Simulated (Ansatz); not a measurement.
Input for Ansatz (development build ahead of 0.2.0):

```yaml
crystal:
  periodic: [false, false, false]
  atoms:
    - { symbol: B, position_ang: [0.0, 0.0, 0.0] }
    - { symbol: Al, position_ang: [0.90826, 1.21102, 2.62193] }
basis:
  gaussian: { orbitals: "6-31G" }
hamiltonian:
  xc: hf
correlation:
  method: fci
  frozen_orbitals: { Al: 5, B: 1 }
```

The input is written out in the form of the current development build from the run's settings.

Results

```
Converged    : yes
Total energy : -266.46878 hartree
State        : lowest singlet root, of any spatial symmetry
```
